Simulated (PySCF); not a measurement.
A side-by-side comparison of computed properties.

First species: CH₃NO.
Geometry (PBE0-D3(BJ)/def2-TZVP, Å), atoms numbered from 1 in this order:
```
atom  x, y, z in Å
C1    -0.399    0.070    0.119
N2     0.940   -0.532    0.118
O3     1.644   -0.146   -0.764
H4    -0.533    0.544    1.095
H5    -1.115   -0.755    0.062
H6    -0.526    0.779   -0.701
```

Second species: disulfane, H2S2.
SMILES: `SS`

Levels: CAM-B3LYP/aug-cc-pVTZ for dipole moment, HOMO energy, LUMO energy, HOMO–LUMO gap, static isotropic polarisability and electronic spatial extent ⟨r²⟩ about the centre of nuclear charge; TDDFT CAM-B3LYP/aug-cc-pVTZ for lowest singlet excitation; TDA CAM-B3LYP/aug-cc-pVTZ for lowest triplet excitation (Tamm–Dancoff); PBE0-D3(BJ)/def2-TZVP for rotational constant A and rotational constant C. Geometries: PBE0-D3(BJ)/def2-TZVP. All species are isolated and taken at one optimised geometry, non-relativistic unless stated; the electronic structure was computed with PySCF and density fitting.

The conformers computed, where there is a choice (atom-mapped SMILES and torsion angles):
- `[SH:1][SH:2]`: H–S1–S2–H 91°

Values for the first species:

```
Dipole moment                                                     : 2.51 D
HOMO energy                                                       : -8.27 eV
LUMO energy                                                       : -1.01 eV
HOMO–LUMO gap                                                     : 7.26 eV
Lowest singlet excitation                                         : 1.83 eV
Lowest triplet excitation (Tamm–Dancoff)                          : 0.87 eV
Static isotropic polarisability                                   : 27.7 au
Electronic spatial extent ⟨r²⟩ about the centre of nuclear charge : 147 bohr²
Rotational constant A                                             : 62.678 GHz
Rotational constant C                                             : 10.447 GHz
```

(1) Estimate the same properties for the second species, and the change in each.

## Answers

(1) 
| property | first | second | second less first |
| --- | --- | --- | --- |
| dipole moment | 2.51 D | 1.18 D | -1.33 D |
| HOMO energy | -8.27 eV | -8.91 eV | -0.64 eV |
| LUMO energy | -1.01 eV | -0.16 eV | +0.85 eV |
| HOMO–LUMO gap | 7.26 eV | 8.75 eV | +1.49 eV |
| lowest singlet excitation | 1.83 eV | 4.92 eV | +3.09 eV |
| lowest triplet excitation (Tamm–Dancoff) | 0.87 eV | 4.22 eV | +3.35 eV |
| static isotropic polarisability | 27.7 au | 44.2 au | +16.5 au |
| electronic spatial extent ⟨r²⟩ about the centre of nuclear charge | 147 bohr² | 202 bohr² | +55 bohr² |
| rotational constant A | 62.678 GHz | 146.994 GHz | +84.316 GHz |
| rotational constant C | 10.447 GHz | 7.050 GHz | -3.397 GHz |

On the first: In atomic units the dipole is 0.99 e·bohr (1 au = 2.5417 D). The 10 singlets span 1.83 to 8.41 eV, and their oscillator strengths add up to 0.30. Geometry: PBE0-D3(BJ)/def2-TZVP; no solvent, vibrations or thermal averaging.

On the second: The vertical singlet–triplet gap S1 − T1 is 0.70 eV (TDDFT singlet less Tamm–Dancoff triplet). The polarisability is 6.54 Å³ as a volume (1 au = 0.148185 Å³), or 1.30 au for each of the 34 electrons. Isolated species at its PBE0-D3(BJ)/def2-TZVP geometry, gas phase.
